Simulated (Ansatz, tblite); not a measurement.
# The cluster WS₂+: a ladder of methods and basis sets

Aim: run the doublet of the cluster WS₂+ at one geometry on many levels, and compare frontier levels, spin and run time.

Method: as each input shows; program: Ansatz 0.2.0, Gaussian basis.

Plan: GFN1-xTB, GFN2-xTB, PBE-D4/def2-TZVP, r2SCAN-D4/def2-TZVP, B97M-V/def2-TZVP, ωB97M-V/def2-TZVP, r2SCAN0-D4/def2-TZVP, ωB97X-V/def2-TZVP, LC-ωPBE/def2-TZVP, PBE+5HF/def2-TZVP, PBE+10HF/def2-TZVP, PBE+15HF/def2-TZVP, PBE+35HF/def2-TZVP, PBE+50HF/def2-TZVP, PBE-D4/def2-SVP, PBE0-D4/def2-SVP, CCSD(T)/def2-TZVPP, MP2/def2-TZVP, RPA/def2-TZVP.

**1. The structure**

The doublet was relaxed beforehand with PBE-D4/def2-TZVP. At that level it is the lowest of the isomers that a small search found.

3 atoms, charge 1, spin multiplicity 2.

Bond lengths: W1–S2 2.094 Å, W1–S3 2.094 Å. Angles: S2–W1–S3 104.6°.

W takes a core potential in the def2 sets. No spin-orbit coupling is included. The ion is computed in the gas phase, without counter-ions or solvent.

PBE0-D4/def2-TZVP was run before; its log isn't repeated, and its numbers join the tables.

**2. GFN1-xTB**

Tight binding, by tblite at 300 K electronic temperature and without a spin-polarisation term:

```python
tblite.interface.Calculator('GFN1-xTB', numbers, positions, charge=1, uhf=1).singlepoint()
```

Energy -247.9217 eV; 0.002 s.

**3. GFN2-xTB**

Tight binding, by tblite at 300 K electronic temperature and without a spin-polarisation term:

```python
tblite.interface.Calculator('GFN2-xTB', numbers, positions, charge=1, uhf=1).singlepoint()
```

Energy -227.5418 eV; 0.003 s.

**4. PBE-D4/def2-TZVP**

start.molden holds the orbitals of an earlier run on this state, given as this run's starting guess.

File in.yaml:

```yaml
crystal:
  periodic: [false, false, false]
  atoms:
    - {symbol: W, position_ang: [-0.403706, -0.752909, 0.001372]}
    - {symbol: S, position_ang: [1.661119, -0.406088, -0.050528]}
    - {symbol: S, position_ang: [-1.257414, 1.158997, 0.049157]}
basis:
  gaussian: {orbitals: def2-TZVP, initial_orbitals: start.molden}
total_charge: 1
magnetization: {spin_polarized: true, initial_magnetization: 1}
hamiltonian: {xc: pbe, dispersion: d4}
scf: {omitted_lower_state_checks: [starts]}
output: {forces: true, orbitals: {seedname: orbitals}}
```

The run is started by

```console
$ ansatz run in.yaml --threads 4 --pin off --events-out ev --progress --plain --max-ram 3916MiB
```

Standard output:

```text
Functional definition: PBE
  name "PBE"
  cite "Perdew, Burke & Ernzerhof, Phys. Rev. Lett. 77, 3865 (1996) doi:10.1103/PhysRevLett.77.3865"
  parent pbe
  parameter kappa = 0.804
  parameter beta = 0.06672455060314922
  exchange = pbe_x(kappa = kappa, mu = beta*pi^2/3)
  correlation = pbe_c(beta = beta)
these checks for a lower state are left out or cut short: starts
846 factors; their error is unknown
mean field evaluation 1: about -23482.0234 eV, gradient 7.8e0 eV
mean field evaluation 2: about -23482.1313 eV, gradient 2.1e-1 eV
mean field evaluation 4: about -23482.1206 eV, gradient 3.9e-2 eV
mean field evaluation 8: about -23482.1206 eV, gradient 1.5e-5 eV
mean field -23482.12056050 eV, -862.9520138454 hartree, gradient 1.5e-5 eV, S^2 0.785500; 0 other end points of the search recorded, 0 dependent functions left out
the calculation of the forces begins
reference -23482.12059665 eV, -862.9520151740 hartree; 23, 22 occupied and 91, 92 virtual orbitals, 846 factors
Total energy: -23482.22323641 eV, -862.9557871155 hartree
Atom 0 at    -0.403706    -0.752909     0.001372 Å, force     0.003535     0.006593    -0.000012 eV/Å
Atom 1 at     1.661119    -0.406088    -0.050528 Å, force    -0.016927     0.004833     0.000524 eV/Å
Atom 2 at    -1.257414     1.158997     0.049157 Å, force     0.013392    -0.011426    -0.000512 eV/Å
Dipole moment:    -0.219520    -0.409403     0.000746 e Å
Checks for a lower state left out: starts
```

Wall time 1.4 s (4 threads of Arm Neoverse V2, shared host).

From the report: HOMO -11.94 eV, LUMO -10.51 eV (over both spins); ⟨S²⟩ 0.785 (pure: 0.75).

**5. r2SCAN-D4/def2-TZVP**

Edit in.yaml of step 4 so:

```diff
@@ -10,4 +10,4 @@
 magnetization: {spin_polarized: true, initial_magnetization: 1}
-hamiltonian: {xc: pbe, dispersion: d4}
+hamiltonian: {xc: r2scan, dispersion: d4}
 scf: {omitted_lower_state_checks: [starts]}
-output: {forces: true, orbitals: {seedname: orbitals}}
+output: {orbitals: {seedname: orbitals}}
```

Same command.

Standard output:

```text
Functional definition: r2SCAN
  name "r2SCAN"
  cite "Furness, Kaplan, Ning, Perdew & Sun, J. Phys. Chem. Lett. 11, 8208 (2020) doi:10.1021/acs.jpclett.0c02405"
  cite "Furness, Kaplan, Ning, Perdew & Sun, J. Phys. Chem. Lett. 11, 9248 (2020) doi:10.1021/acs.jpclett.0c03077"
  parent r2scan
  parameter k0 = 0.174
  parameter k1 = 0.065
  parameter a1 = 4.9479
  exchange = r2scan_x(k0 = k0, k1 = k1, a1 = a1)
  correlation = r2scan_c
these checks for a lower state are left out or cut short: starts
846 factors; their error is unknown
mean field evaluation 1: about -23489.4234 eV, gradient 5.6e0 eV
mean field evaluation 2: about -23489.4633 eV, gradient 8.4e-2 eV
mean field evaluation 4: about -23489.4516 eV, gradient 1.1e-3 eV
mean field evaluation 8: about -23489.4516 eV, gradient 7.0e-5 eV
mean field -23489.45159986 eV, -863.2214245728 hartree, gradient 7.0e-5 eV, S^2 0.822264; 0 other end points of the search recorded, 0 dependent functions left out
reference -23489.45161215 eV, -863.2214250243 hartree; 23, 22 occupied and 91, 92 virtual orbitals, 846 factors
Total energy: -23489.47076185 eV, -863.2221287627 hartree
Checks for a lower state left out: starts
```

It took 3.6 s on 4 threads of Arm Neoverse V2, shared host.

HOMO -12.09 eV, LUMO -10.49 eV (over both spins); ⟨S²⟩ 0.822 (pure: 0.75).

**6. B97M-V/def2-TZVP**

Edit in.yaml of step 5 so:

```diff
@@ -10,3 +10,3 @@
 magnetization: {spin_polarized: true, initial_magnetization: 1}
-hamiltonian: {xc: r2scan, dispersion: d4}
+hamiltonian: {xc: {name: B97M-V}}
 scf: {omitted_lower_state_checks: [starts]}
```

Same command.

Standard output (excerpt; [...] marks lines left out):

```text
Functional definition: B97M-V
  name "B97M-V"
  cite "Mardirossian & Head-Gordon, J. Chem. Phys. 142, 074111 (2015) doi:10.1063/1.4907719"
  cite "Becke, J. Chem. Phys. 107, 8554 (1997) doi:10.1063/1.475007"
  cite "Vydrov & Van Voorhis, J. Chem. Phys. 133, 244103 (2010) doi:10.1063/1.3521275"
  # Of w^i u^j: cxij and so on, Table III.
[...]
  gx(w, u) = cx00 + cx01*u + cx02*u^2 + (cx10 + cx11*u)*w
  gss(w, u) = css00 + css02*u^2 + css10*w + (css32*w^3 + css42*w^4)*u^2
  gos(w, u) = cos00 + cos01*u + cos03*u^3 + cos10*w + cos32*w^3*u^2
[...]
      + integral(e_c_pw_mod_opposite_spin*gos(b97_w_opposite, b97_u_opposite)) + vv10(b, c)
[...]
846 factors; their error is unknown
[...]
mean field -23484.11974058 eV, -863.0254823583 hartree, gradient 1.4e-5 eV, S^2 0.813274; 0 other end points of the search recorded, 0 dependent functions left out
reference -23484.11979162 eV, -863.0254842339 hartree; 23, 22 occupied and 91, 92 virtual orbitals, 846 factors
Total energy: -23484.11979162 eV, -863.0254842339 hartree
Checks for a lower state left out: starts
```

Wall time 5.5 s (4 threads of Arm Neoverse V2, shared host).

Report: HOMO -12.14 eV, LUMO -10.46 eV (over both spins); ⟨S²⟩ 0.813 (pure: 0.75).

**7. ωB97M-V/def2-TZVP**

Edit in.yaml of step 6 so:

```diff
@@ -10,3 +10,3 @@
 magnetization: {spin_polarized: true, initial_magnetization: 1}
-hamiltonian: {xc: {name: B97M-V}}
+hamiltonian: {xc: {name: wB97M-V}}
 scf: {omitted_lower_state_checks: [starts]}
```

Launched as before.

Standard output (excerpt; [...] marks lines left out):

```text
Functional definition: wB97M-V
  name "wB97M-V"
  cite "Mardirossian & Head-Gordon, J. Chem. Phys. 144, 214110 (2016) doi:10.1063/1.4952647"
  cite "Becke, J. Chem. Phys. 107, 8554 (1997) doi:10.1063/1.475007"
  cite "Vydrov & Van Voorhis, J. Chem. Phys. 133, 244103 (2010) doi:10.1063/1.3521275"
  # Of w^i u^j: cxij and so on, Table III.
[...]
  gx(w, u) = 1 - cx + cx01*u + cx10*w
  gss(w, u) = css00 + css04*u^4 + css10*w + css20*w^2 + css43*w^4*u^3
  gos(w, u) = cos00 + cos10*w + (cos20 + cos21*u)*w^2 + (cos60 + cos61*u)*w^6
[...]
      + integral(e_c_pw_mod_opposite_spin*gos(b97_w_opposite, b97_u_opposite)) + vv10(b, c)
[...]
896 factors; their error is unknown
162 factors; integrals over basis functions are off by at most 1.8e-5 eV
[...]
mean field -23485.68588897 eV, -863.0830372501 hartree, gradient 1.8e-5 eV, S^2 0.820846; 0 other end points of the search recorded, 0 dependent functions left out
reference -23485.68592793 eV, -863.0830386818 hartree; 23, 22 occupied and 91, 92 virtual orbitals, 896 factors
Total energy: -23485.68592793 eV, -863.0830386818 hartree
Checks for a lower state left out: starts
```

It took 9 s on 4 threads of Arm Neoverse V2, shared host.

Report: HOMO -14.78 eV, LUMO -7.58 eV (over both spins); ⟨S²⟩ 0.821 (pure: 0.75).

**8. r2SCAN0-D4/def2-TZVP**

Edit in.yaml of step 7 so:

```diff
@@ -10,3 +10,3 @@
 magnetization: {spin_polarized: true, initial_magnetization: 1}
-hamiltonian: {xc: {name: wB97M-V}}
+hamiltonian: {xc: {name: r2SCAN0}, dispersion: d4}
 scf: {omitted_lower_state_checks: [starts]}
```

The command is unchanged.

Standard output (excerpt; [...] marks lines left out):

```text
Functional definition: r2SCAN0
  name "r2SCAN0"
  cite "Bursch, Neugebauer, Ehlert & Grimme, J. Chem. Phys. 156, 134105 (2022) doi:10.1063/5.0086040"
  cite "Furness, Kaplan, Ning, Perdew & Sun, J. Phys. Chem. Lett. 11, 8208 (2020) doi:10.1021/acs.jpclett.0c02405"
  cite "Furness, Kaplan, Ning, Perdew & Sun, J. Phys. Chem. Lett. 11, 9248 (2020) doi:10.1021/acs.jpclett.0c03077"
  parent r2scan
[...]
942 factors; their error is unknown
[...]
mean field -23487.15095833 eV, -863.1368775561 hartree, gradient 1.6e-5 eV, S^2 0.939055; 0 other end points of the search recorded, 0 dependent functions left out
reference -23487.15096792 eV, -863.1368779084 hartree; 23, 22 occupied and 91, 92 virtual orbitals, 942 factors
Total energy: -23487.17634862 eV, -863.1378106319 hartree
Checks for a lower state left out: starts
```

It took 5.5 s on 4 threads of Arm Neoverse V2, shared host.

From the report: HOMO -12.96 eV, LUMO -9.74 eV (over both spins); ⟨S²⟩ 0.939 (pure: 0.75). Doubts: spin contamination.

**9. ωB97X-V/def2-TZVP**

Edit in.yaml of step 8 so:

```diff
@@ -10,3 +10,3 @@
 magnetization: {spin_polarized: true, initial_magnetization: 1}
-hamiltonian: {xc: {name: r2SCAN0}, dispersion: d4}
+hamiltonian: {xc: {name: wB97X-V}}
 scf: {omitted_lower_state_checks: [starts]}
```

Launched as before.

Standard output (excerpt; [...] marks lines left out):

```text
Functional definition: wB97X-V
  name "wB97X-V"
  cite "Mardirossian & Head-Gordon, Phys. Chem. Chem. Phys. 16, 9904 (2014) doi:10.1039/C3CP54374A"
  cite "Becke, J. Chem. Phys. 107, 8554 (1997) doi:10.1063/1.475007"
  cite "Vydrov & Van Voorhis, J. Chem. Phys. 133, 244103 (2010) doi:10.1063/1.3521275"
[...]
      + integral(e_c_pw_opposite_spin*poly(b97_u_opposite, cos0, cos1)) + vv10(b, c)
[...]
922 factors; their error is unknown
162 factors; integrals over basis functions are off by at most 1.8e-5 eV
[...]
mean field -23484.60203849 eV, -863.0432064796 hartree, gradient 1.8e-5 eV, S^2 0.807829; 0 other end points of the search recorded, 0 dependent functions left out
reference -23484.60203742 eV, -863.0432064402 hartree; 23, 22 occupied and 91, 92 virtual orbitals, 922 factors
Total energy: -23484.60203742 eV, -863.0432064402 hartree
Checks for a lower state left out: starts
```

Wall time 15 s (4 threads of Arm Neoverse V2, shared host); peak memory 0.55 GiB.

HOMO -14.95 eV, LUMO -7.53 eV (over both spins); ⟨S²⟩ 0.808 (pure: 0.75).

**10. LC-ωPBE/def2-TZVP**

Edit in.yaml of step 9 so:

```diff
@@ -10,3 +10,3 @@
 magnetization: {spin_polarized: true, initial_magnetization: 1}
-hamiltonian: {xc: {name: wB97X-V}}
+hamiltonian: {xc: {name: LC-wPBE}}
 scf: {omitted_lower_state_checks: [starts]}
```

The command is unchanged.

Standard output (excerpt; [...] marks lines left out):

```text
Functional definition: LC-wPBE
  name "LC-wPBE"
  cite "Vydrov & Scuseria, J. Chem. Phys. 125, 234109 (2006) doi:10.1063/1.2409292"
  cite "Heyd & Scuseria, J. Chem. Phys. 120, 7274 (2004) doi:10.1063/1.1668634"
  cite "Ernzerhof & Perdew, J. Chem. Phys. 109, 3313 (1998) doi:10.1063/1.476928"
  cite "Perdew, Burke & Ernzerhof, Phys. Rev. Lett. 77, 3865 (1996) doi:10.1103/PhysRevLett.77.3865"
  parent pbe
[...]
846 factors; their error is unknown
235 factors; integrals over basis functions are off by at most 2.7e-5 eV
[...]
mean field -23482.64802662 eV, -862.9713978679 hartree, gradient 1.5e-5 eV, S^2 1.003217; 0 other end points of the search recorded, 0 dependent functions left out
reference -23482.64802663 eV, -862.9713978681 hartree; 23, 22 occupied and 91, 92 virtual orbitals, 846 factors
Total energy: -23482.64802663 eV, -862.9713978681 hartree
Checks for a lower state left out: starts
```

It took 4.2 s on 4 threads of Arm Neoverse V2, shared host.

Report: HOMO -15.19 eV, LUMO -7.60 eV (over both spins); ⟨S²⟩ 1.003 (pure: 0.75). Doubts: spin contamination.

**11. PBE+5HF/def2-TZVP**

Edit in.yaml of step 10 so:

```diff
@@ -10,3 +10,3 @@
 magnetization: {spin_polarized: true, initial_magnetization: 1}
-hamiltonian: {xc: {name: LC-wPBE}}
+hamiltonian: {xc: {text: "exchange = 0.95*pbe_x + 0.05*exact_x\ncorrelation = pbe_c"}}
 scf: {omitted_lower_state_checks: [starts]}
```

The command is unchanged.

Standard output:

```text
Functional definition: unnamed
  exchange = 0.95*pbe_x + 0.05*exact_x
  correlation = pbe_c
these checks for a lower state are left out or cut short: starts
846 factors; their error is unknown
mean field evaluation 1: about -23481.9738 eV, gradient 6.3e0 eV
mean field evaluation 2: about -23482.0435 eV, gradient 1.5e-1 eV
mean field evaluation 4: about -23482.0443 eV, gradient 5.9e-3 eV
mean field evaluation 8: about -23482.0443 eV, gradient 1.8e-5 eV
mean field -23482.04432406 eV, -862.9492122077 hartree, gradient 1.8e-5 eV, S^2 0.792208; 0 other end points of the search recorded, 0 dependent functions left out
reference -23482.04435829 eV, -862.9492134659 hartree; 23, 22 occupied and 91, 92 virtual orbitals, 846 factors
Total energy: -23482.04435829 eV, -862.9492134659 hartree
Checks for a lower state left out: starts
```

It took 1.6 s on 4 threads of Arm Neoverse V2, shared host.

From the report: HOMO -12.13 eV, LUMO -10.36 eV (over both spins); ⟨S²⟩ 0.792 (pure: 0.75).

**12. PBE+10HF/def2-TZVP**

Edit in.yaml of step 11 so:

```diff
@@ -10,3 +10,3 @@
 magnetization: {spin_polarized: true, initial_magnetization: 1}
-hamiltonian: {xc: {text: "exchange = 0.95*pbe_x + 0.05*exact_x\ncorrelation = pbe_c"}}
+hamiltonian: {xc: {text: "exchange = 0.90*pbe_x + 0.10*exact_x\ncorrelation = pbe_c"}}
 scf: {omitted_lower_state_checks: [starts]}
```

The command is unchanged.

Standard output:

```text
Functional definition: unnamed
  exchange = 0.90*pbe_x + 0.10*exact_x
  correlation = pbe_c
these checks for a lower state are left out or cut short: starts
846 factors; their error is unknown
mean field evaluation 1: about -23481.9241 eV, gradient 4.7e0 eV
mean field evaluation 2: about -23481.9638 eV, gradient 1.0e-1 eV
mean field evaluation 4: about -23481.9766 eV, gradient 4.1e-3 eV
mean field evaluation 8: about -23481.9766 eV, gradient 2.2e-5 eV
mean field -23481.97664436 eV, -862.9467250247 hartree, gradient 2.2e-5 eV, S^2 0.800725; 0 other end points of the search recorded, 0 dependent functions left out
reference -23481.97667669 eV, -862.9467262128 hartree; 23, 22 occupied and 91, 92 virtual orbitals, 846 factors
Total energy: -23481.97667669 eV, -862.9467262128 hartree
Checks for a lower state left out: starts
```

It took 1.6 s on 4 threads of Arm Neoverse V2, shared host.

HOMO -12.32 eV, LUMO -10.20 eV (over both spins); ⟨S²⟩ 0.801 (pure: 0.75).

**13. PBE+15HF/def2-TZVP**

Edit in.yaml of step 12 so:

```diff
@@ -10,3 +10,3 @@
 magnetization: {spin_polarized: true, initial_magnetization: 1}
-hamiltonian: {xc: {text: "exchange = 0.90*pbe_x + 0.10*exact_x\ncorrelation = pbe_c"}}
+hamiltonian: {xc: {text: "exchange = 0.85*pbe_x + 0.15*exact_x\ncorrelation = pbe_c"}}
 scf: {omitted_lower_state_checks: [starts]}
```

The command is unchanged.

Standard output:

```text
Functional definition: unnamed
  exchange = 0.85*pbe_x + 0.15*exact_x
  correlation = pbe_c
these checks for a lower state are left out or cut short: starts
896 factors; their error is unknown
mean field evaluation 1: about -23481.8744 eV, gradient 3.1e0 eV
mean field evaluation 2: about -23481.8923 eV, gradient 4.3e-2 eV
mean field evaluation 4: about -23481.9179 eV, gradient 1.0e-3 eV
mean field evaluation 8: about -23481.9179 eV, gradient 1.7e-5 eV
mean field -23481.91788829 eV, -862.9445657790 hartree, gradient 1.7e-5 eV, S^2 0.811667; 0 other end points of the search recorded, 0 dependent functions left out
reference -23481.91791873 eV, -862.9445668976 hartree; 23, 22 occupied and 91, 92 virtual orbitals, 896 factors
Total energy: -23481.91791873 eV, -862.9445668976 hartree
Checks for a lower state left out: starts
```

Wall time 1.7 s (4 threads of Arm Neoverse V2, shared host).

From the report: HOMO -12.51 eV, LUMO -10.04 eV (over both spins); ⟨S²⟩ 0.812 (pure: 0.75).

**14. PBE+35HF/def2-TZVP**

Edit in.yaml of step 13 so:

```diff
@@ -10,3 +10,3 @@
 magnetization: {spin_polarized: true, initial_magnetization: 1}
-hamiltonian: {xc: {text: "exchange = 0.85*pbe_x + 0.15*exact_x\ncorrelation = pbe_c"}}
+hamiltonian: {xc: {text: "exchange = 0.65*pbe_x + 0.35*exact_x\ncorrelation = pbe_c"}}
 scf: {omitted_lower_state_checks: [starts]}
```

Launched as before.

Standard output:

```text
Functional definition: unnamed
  exchange = 0.65*pbe_x + 0.35*exact_x
  correlation = pbe_c
these checks for a lower state are left out or cut short: starts
979 factors; their error is unknown
mean field evaluation 1: about -23481.6758 eV, gradient 3.2e0 eV
mean field evaluation 2: about -23481.6944 eV, gradient 5.4e-2 eV
mean field evaluation 4: about -23481.7723 eV, gradient 3.0e-3 eV
mean field evaluation 8: about -23481.7723 eV, gradient 2.6e-5 eV
mean field -23481.77232209 eV, -862.9392163200 hartree, gradient 2.6e-5 eV, S^2 0.901209; 0 other end points of the search recorded, 0 dependent functions left out
reference -23481.77234511 eV, -862.9392171660 hartree; 23, 22 occupied and 91, 92 virtual orbitals, 979 factors
Total energy: -23481.77234511 eV, -862.9392171660 hartree
Checks for a lower state left out: starts
```

Run time: 1.9 s. Hardware: 4 threads of Arm Neoverse V2, shared host.

HOMO -13.25 eV, LUMO -9.43 eV (over both spins); ⟨S²⟩ 0.901 (pure: 0.75). Doubts: spin contamination.

**15. PBE+50HF/def2-TZVP**

Edit in.yaml of step 14 so:

```diff
@@ -10,3 +10,3 @@
 magnetization: {spin_polarized: true, initial_magnetization: 1}
-hamiltonian: {xc: {text: "exchange = 0.65*pbe_x + 0.35*exact_x\ncorrelation = pbe_c"}}
+hamiltonian: {xc: {text: "exchange = 0.50*pbe_x + 0.50*exact_x\ncorrelation = pbe_c"}}
 scf: {omitted_lower_state_checks: [starts]}
```

The command is unchanged.

Standard output:

```text
Functional definition: unnamed
  exchange = 0.50*pbe_x + 0.50*exact_x
  correlation = pbe_c
these checks for a lower state are left out or cut short: starts
1051 factors; their error is unknown
mean field evaluation 1: about -23481.5268 eV, gradient 7.9e0 eV
mean field evaluation 2: about -23481.6409 eV, gradient 2.8e-1 eV
mean field evaluation 4: about -23481.7683 eV, gradient 1.6e-1 eV
mean field evaluation 8: about -23481.7685 eV, gradient 2.8e-5 eV
mean field -23481.76851549 eV, -862.9390764298 hartree, gradient 2.7e-5 eV, S^2 1.057801; 0 other end points of the search recorded, 0 dependent functions left out
reference -23481.76853312 eV, -862.9390770779 hartree; 23, 22 occupied and 91, 92 virtual orbitals, 1051 factors
Total energy: -23481.76853312 eV, -862.9390770779 hartree
Checks for a lower state left out: starts
```

It took 3.1 s on 4 threads of Arm Neoverse V2, shared host.

HOMO -13.80 eV, LUMO -8.96 eV (over both spins); ⟨S²⟩ 1.058 (pure: 0.75). Doubts: spin contamination.

**16. PBE-D4/def2-SVP**

Edit in.yaml of step 15 so:

```diff
@@ -7,6 +7,6 @@
 basis:
-  gaussian: {orbitals: def2-TZVP, initial_orbitals: start.molden}
+  gaussian: {orbitals: def2-SVP, initial_orbitals: start.molden}
 total_charge: 1
 magnetization: {spin_polarized: true, initial_magnetization: 1}
-hamiltonian: {xc: {text: "exchange = 0.50*pbe_x + 0.50*exact_x\ncorrelation = pbe_c"}}
+hamiltonian: {xc: pbe, dispersion: d4}
 scf: {omitted_lower_state_checks: [starts]}
```

Same command.

Standard output:

```text
Functional definition: PBE
  name "PBE"
  cite "Perdew, Burke & Ernzerhof, Phys. Rev. Lett. 77, 3865 (1996) doi:10.1103/PhysRevLett.77.3865"
  parent pbe
  parameter kappa = 0.804
  parameter beta = 0.06672455060314922
  exchange = pbe_x(kappa = kappa, mu = beta*pi^2/3)
  correlation = pbe_c(beta = beta)
these checks for a lower state are left out or cut short: starts
717 factors; their error is unknown
mean field evaluation 1: about -23474.0796 eV, gradient 1.2e1 eV
mean field evaluation 2: about -23474.3412 eV, gradient 3.7e-1 eV
mean field evaluation 4: about -23474.2855 eV, gradient 9.8e-2 eV
mean field evaluation 8: about -23474.2855 eV, gradient 1.9e-5 eV
mean field -23474.28549500 eV, -862.6640804990 hartree, gradient 1.9e-5 eV, S^2 0.784846; 0 other end points of the search recorded, 0 dependent functions left out
reference -23474.28553707 eV, -862.6640820451 hartree; 23, 22 occupied and 45, 46 virtual orbitals, 717 factors
Total energy: -23474.38817683 eV, -862.6678539866 hartree
Checks for a lower state left out: starts
```

Run time: 0.9 s. Hardware: 4 threads of Arm Neoverse V2, shared host.

HOMO -12.05 eV, LUMO -10.56 eV (over both spins); ⟨S²⟩ 0.785 (pure: 0.75).

**17. PBE0-D4/def2-SVP**

Edit in.yaml of step 16 so:

```diff
@@ -10,3 +10,3 @@
 magnetization: {spin_polarized: true, initial_magnetization: 1}
-hamiltonian: {xc: pbe, dispersion: d4}
+hamiltonian: {xc: pbe0, dispersion: d4}
 scf: {omitted_lower_state_checks: [starts]}
```

Same command.

Standard output (excerpt; [...] marks lines left out):

```text
Functional definition: PBE0
  name "PBE0"
  cite "Adamo & Barone, J. Chem. Phys. 110, 6158 (1999) doi:10.1063/1.478522"
  cite "Perdew, Burke & Ernzerhof, Phys. Rev. Lett. 77, 3865 (1996) doi:10.1103/PhysRevLett.77.3865"
  parent pbe
[...]
633 factors; integrals over basis functions are off by at most 8.7e-4 eV
[...]
mean field -23473.96108619 eV, -862.6521586952 hartree, gradient 2.2e-5 eV, S^2 0.845277; 0 other end points of the search recorded, 0 dependent functions left out
reference -23473.96111782 eV, -862.6521598576 hartree; 23, 22 occupied and 45, 46 virtual orbitals, 633 factors
Total energy: -23474.04851370 eV, -862.6553715969 hartree
Checks for a lower state left out: starts
```

Wall time 1.1 s (4 threads of Arm Neoverse V2, shared host).

HOMO -13.01 eV, LUMO -9.83 eV (over both spins); ⟨S²⟩ 0.845 (pure: 0.75).

[end of part 1 of 2]
